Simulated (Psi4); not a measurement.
Psi4 input (wB97X-D/6-311+G**):

```
memory 1500 MB

molecule {
0 2
C     0.00176700    0.00714600    0.88419100
C     0.04670800   -0.65758500   -0.40958000
C     0.05610100    0.65012900   -0.42016700
H    -0.79093600    0.01888400    1.63082100
H     0.07046900   -1.57805300   -0.96603200
H     0.09301700    1.56103100   -0.99144600
symmetry c1
no_reorient
no_com
}

set {
  basis 6-311+G**
  reference uks
  scf_type pk
  dft_radial_points 99
  dft_spherical_points 590
  e_convergence 1e-8
  d_convergence 1e-7
  maxiter 150
}

e = energy('wb97x-d')
print_out(f'\nFINAL {e:.10f} DIPOLE {variable("CURRENT DIPOLE")[0]:.6f} {variable("CURRENT DIPOLE")[1]:.6f} {variable("CURRENT DIPOLE")[2]:.6f}\n')
```

Output:

```
   => Loading Basis Set <=

    Name: 6-311+G**
    Role: ORBITAL
    Keyword: BASIS
    atoms 1-3 entry C          line   129 file 6-311pgss.gbs
    atoms 4-6 entry H          line    42 file 6-311pgss.gbs

   => WB97X-D: Empirical Dispersion <=

    Chai and Head-Gordon Dispersion Correction
    Chai, J.-D.; Head-Gordon, M. (2010), J. Chem. Phys., 132: 6615-6620

        s6 =       1.000000

         ---------------------------------------------------------
                                   SCF
               by Justin Turney, Rob Parrish, Andy Simmonett
                          and Daniel G. A. Smith
                              UKS Reference
         ---------------------------------------------------------

  ==> Geometry <==

    Molecular point group: c1
    Full point group: C1

    Geometry (in Angstrom), charge = 0, multiplicity = 2:

       Center              X                  Y                   Z               Mass
    ------------   -----------------  -----------------  -----------------  -----------------
         C            0.001767000000     0.007146000000     0.884191000000    12.000000000000
         C            0.046708000000    -0.657585000000    -0.409580000000    12.000000000000
         C            0.056101000000     0.650129000000    -0.420167000000    12.000000000000
         H           -0.790936000000     0.018884000000     1.630821000000     1.007825032230
         H            0.070469000000    -1.578053000000    -0.966032000000     1.007825032230
         H            0.093017000000     1.561031000000    -0.991446000000     1.007825032230

  Running in c1 symmetry.

  Rotational constants: A =      1.07245  B =      0.89514  C =      0.50217 [cm^-1]
  Rotational constants: A =  32151.30646  B =  26835.47672  C =  15054.64556 [MHz]
  Nuclear repulsion =   58.194915449227068

  Charge       = 0
  Multiplicity = 2
  Electrons    = 21
  Nalpha       = 11
  Nbeta        = 10

  ==> Algorithm <==

  SCF Algorithm Type is PK.
  DIIS enabled.
  MOM disabled.
  Fractional occupation disabled.
  Guess Type is SAD.
  Energy threshold   = 1.00e-08
  Density threshold  = 1.00e-07
  Integral threshold = 1.00e-12

  ==> Primary Basis <==

  Basis Set: 6-311+G**
    Blend: 6-311+G**
    Number of shells: 42
    Number of basis functions: 84
    Number of Cartesian functions: 87
    Spherical Harmonics?: true
    Max angular momentum: 2

  ==> DFT Potential <==

   => LibXC <=

    Version 7.1.2
    S. Lehtola, C. Steigemann, M. J. T. Oliveira, and M. A. L. Marques,  SoftwareX 7, 1–5 (2018) (10.1016/j.softx.2017.11.002)

   => Composite Functional: WB97X-D <=

    wB97X-D Hyb-GGA Exchange-Correlation Functional

    J.-D. Chai and M. Head-Gordon,  Phys. Chem. Chem. Phys. 10, 6615–6620 (2008) (10.1039/B810189B)

    Deriv               =              1
    GGA                 =           TRUE
    Meta                =          FALSE

    Exchange Hybrid     =           TRUE
    MP2 Hybrid          =          FALSE

   => Exchange-Correlation Functionals <=

    1.0000   wB97X-D range-separated functional

   => Exact (HF) Exchange <=

    0.7780            HF,LR [omega = 0.2000]
    0.2220               HF

   => LibXC Density Thresholds  <==

    XC_HYB_GGA_XC_WB97X_D:  1.00E-14

   => Molecular Quadrature <=

    Radial Scheme          =       TREUTLER
    Pruning Scheme         =           NONE
    Nuclear Scheme         =       TREUTLER

    Blocking Scheme        =         OCTREE
    BS radius alpha        =              1
    Pruning alpha          =              1
    Radial Points          =             99
    Spherical Points       =            590
    Total Points           =         338921
    Total Blocks           =           2474
    Max Points             =            256
    Max Functions          =             84
    Weights Tolerance      =       1.00E-15

  ==> Integral Setup <==

  Using in-core PK algorithm.
   Calculation information:
      Number of atoms:                   6
      Number of AO shells:              42
      Number of primitives:             75
      Number of atomic orbitals:        87
      Number of basis functions:        84

      Integral cutoff                 1.00e-12
      Number of threads:                 1

  Performing in-core PK
  Using 19122705 doubles for integral storage.
  We computed 407200 shell quartets total.
  Whereas there are 408156 unique shell quartets.

  Computing range-separated integrals for PK
  We computed 407200 wK shell quartets total.
  Whereas there are 408156 wK unique shell quartets.

  ==> DiskJK: Disk-Based J/K Matrices <==

    J tasked:                  Yes
    K tasked:                  Yes
    wK tasked:                 Yes
    Omega:               2.000E-01
    Schwarz Cutoff:          1E-12


  Cached 50.0% of DFT collocation blocks in 0.374 [GiB].

  Minimum eigenvalue in the overlap matrix is 1.2594864335E-04.
  Reciprocal condition number of the overlap matrix is 1.6284366130E-05.
    Using symmetric orthogonalization.

  ==> Pre-Iterations <==

  SCF Guess: Superposition of Atomic Densities via on-the-fly atomic UHF (no occupation information).

   -------------------------
    Irrep   Nso     Nmo
   -------------------------
     A         84      84
   -------------------------
    Total      84      84
   -------------------------

  ==> Iterations <==

                        Total Energy        Delta E     RMS |[F,P]|

   @UKS iter SAD:  -115.35290392071045   -1.15353e+02   0.00000e+00
   @UKS iter   1:  -115.78357542610757   -4.30672e-01   6.40000e-03 ADIIS/DIIS
   @UKS iter   2:  -115.86056492840176   -7.69895e-02   4.66224e-03 ADIIS/DIIS
   @UKS iter   3:  -115.93683640666497   -7.62715e-02   2.85678e-04 ADIIS/DIIS
   @UKS iter   4:  -115.93732221269897   -4.85806e-04   1.57533e-04 ADIIS/DIIS
   @UKS iter   5:  -115.93743933635750   -1.17124e-04   4.66516e-05 DIIS
   @UKS iter   6:  -115.93746709698254   -2.77606e-05   1.82520e-05 DIIS
   @UKS iter   7:  -115.93747331513413   -6.21815e-06   4.13851e-06 DIIS
   @UKS iter   8:  -115.93747363976665   -3.24633e-07   1.20270e-06 DIIS
   @UKS iter   9:  -115.93747366292457   -2.31579e-08   4.18955e-07 DIIS
   @UKS iter  10:  -115.93747366540164   -2.47707e-09   1.19501e-07 DIIS
   @UKS iter  11:  -115.93747366561230   -2.10662e-10   2.77030e-08 DIIS
  Energy and wave function converged.

  ==> Post-Iterations <==

   Electrons on quadrature grid:
      Nalpha   =   10.9999999921 ; deviation = -7.943e-09
      Nbeta    =   10.0000000013 ; deviation = 1.347e-09
      Ntotal   =   20.9999999934 ; deviation = -6.596e-09

   @Spin Contamination Metric:   3.565364063E-03
   @S^2 Expected:                7.500000000E-01
   @S^2 Observed:                7.535653641E-01
   @S   Expected:                5.000000000E-01
   @S   Observed:                5.000000000E-01

    Orbital Energies [Eh]
    ---------------------

    Alpha Occupied:

       1A    -10.320515     2A    -10.319409     3A    -10.302907
       4A     -1.001678     5A     -0.687127     6A     -0.675728
       7A     -0.604780     8A     -0.486698     9A     -0.428046
      10A     -0.404271    11A     -0.243406

    Alpha Virtual:

      12A      0.047250    13A      0.069736    14A      0.074409
      15A      0.085375    16A      0.111488    17A      0.134372
      18A      0.138060    19A      0.150053    20A      0.152560
      21A      0.167021    22A      0.170019    23A      0.226075
      24A      0.230362    25A      0.243960    26A      0.246101
      27A      0.276670    28A      0.282471    29A      0.363346
      30A      0.430517    31A      0.465963    32A      0.544906
      33A      0.588071    34A      0.588819    35A      0.607100
      36A      0.624705    37A      0.663813    38A      0.681438
      39A      0.743500    40A      0.764774    41A      0.793992
      42A      0.863124    43A      0.911457    44A      0.915379
      45A      0.987461    46A      1.124270    47A      1.171119
      48A      1.271888    49A      1.352761    50A      1.404211
      51A      1.424474    52A      1.567143    53A      1.653348
      54A      1.709646    55A      1.733476    56A      1.779207
      57A      1.827440    58A      1.888021    59A      1.965980
      60A      2.031088    61A      2.049121    62A      2.136965
      63A      2.211190    64A      2.333410    65A      2.412206
      66A      2.588748    67A      2.601869    68A      2.674823
      69A      2.699424    70A      2.730664    71A      2.824518
      72A      2.896401    73A      2.973313    74A      3.005904
      75A      3.019020    76A      3.089165    77A      3.194114
      78A      3.528197    79A      3.758204    80A      4.061982
      81A      4.154350    82A     23.732364    83A     24.111192
      84A     24.606043

    Beta Occupied:

       1A    -10.319380     2A    -10.318304     3A    -10.292200
       4A     -0.990925     5A     -0.672017     6A     -0.667108
       7A     -0.593142     8A     -0.457919     9A     -0.408796
      10A     -0.393729

    Beta Virtual:

      11A      0.037007    12A      0.056242    13A      0.075171
      14A      0.077622    15A      0.094255    16A      0.121003
      17A      0.139704    18A      0.144409    19A      0.153101
      20A      0.173104    21A      0.180096    22A      0.186377
      23A      0.233188    24A      0.235444    25A      0.251793
      26A      0.253089    27A      0.288818    28A      0.291559
      29A      0.377232    30A      0.434390    31A      0.469058
      32A      0.553752    33A      0.593786    34A      0.595328
      35A      0.617324    36A      0.632040    37A      0.670317
      38A      0.712421    39A      0.750656    40A      0.781305
      41A      0.795488    42A      0.869506    43A      0.920459
      44A      0.924754    45A      0.987928    46A      1.133366
      47A      1.192610    48A      1.298231    49A      1.359044
      50A      1.413976    51A      1.429758    52A      1.584317
      53A      1.667065    54A      1.721947    55A      1.739086
      56A      1.796666    57A      1.837826    58A      1.894924
      59A      1.969936    60A      2.049022    61A      2.075503
      62A      2.156500    63A      2.223955    64A      2.347927
      65A      2.419630    66A      2.595127    67A      2.606859
      68A      2.680831    69A      2.714988    70A      2.732532
      71A      2.836453    72A      2.911174    73A      2.979691
      74A      3.015186    75A      3.064680    76A      3.100626
      77A      3.199345    78A      3.535680    79A      3.768494
      80A      4.065959    81A      4.167406    82A     23.741029
      83A     24.123657    84A     24.608136

    Final Occupation by Irrep:
              A
    DOCC [    10 ]
    SOCC [     1 ]
    NA   [    11 ]
    NB   [    10 ]

  @UKS Final Energy:  -115.93747366561230

   => Energetics <=

    Nuclear Repulsion Energy =             58.1949154492270679
    One-Electron Energy =                -269.6448168714087501
    Two-Electron Energy =                 107.3555173838517192
    DFT Exchange-Correlation Energy =     -11.8423168613227165
    Empirical Dispersion Energy =          -0.0007727659596204
    VV10 Nonlocal Energy =                  0.0000000000000000
    Total Energy =                       -115.9374736656123019

  UHF NO Occupations:
  HONO-2 :    9  A 1.9994495
  HONO-1 :   10  A 1.9990541
  HONO-0 :   11  A 1.0000000
  LUNO+0 :   12  A 0.0009459
  LUNO+1 :   13  A 0.0005505
  LUNO+2 :   14  A 0.0001642
  LUNO+3 :   15  A 0.0000847

Computation Completed

Properties will be evaluated at   0.000000,   0.000000,   0.000000 [a0]

Properties computed using the SCF density matrix

 Multipole Moments:

 ------------------------------------------------------------------------------------
     Multipole            Electronic (a.u.)      Nuclear  (a.u.)        Total (a.u.)
 ------------------------------------------------------------------------------------

 L = 1.  Multiply by 2.5417464519 to convert [e a0] to [Debye]
 Dipole X            :         -0.2635714            0.0000113           -0.2635601
 Dipole Y            :         -0.0026470            0.0000038           -0.0026433
 Dipole Z            :         -0.5603634            0.0000132           -0.5603502
 Magnitude           :                                                    0.6192441

 ------------------------------------------------------------------------------------

FINAL -115.9374736656 DIPOLE -0.263560 -0.002643 -0.560350

*** Psi4 exiting successfully. Buy a developer a beer!
```

The geometry given is a B3LYP-D3(BJ)/def2-TZVP minimum.
